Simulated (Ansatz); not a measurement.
We consider bcc Ta, described by r²SCAN (Ansatz, a program for electronic structure, plane waves, PAW).

Settings: plane-wave cutoff 500 eV, 18×18×1 k mesh (along the axes of the cell as run), Fermi–Dirac smearing 0.1 eV, scalar-relativistic PAW data made under PBE.

Give the computed surface energy of the (111) face and work function of the (111) face.


* **surface energy of the (111) face**: 2.97 J/m²
* **work function of the (111) face**: 3.85 eV

The slab of 18 atoms is relaxed and unreconstructed.

Spin–orbit coupling is not included.

Static lattice: no zero-point or thermal effects.
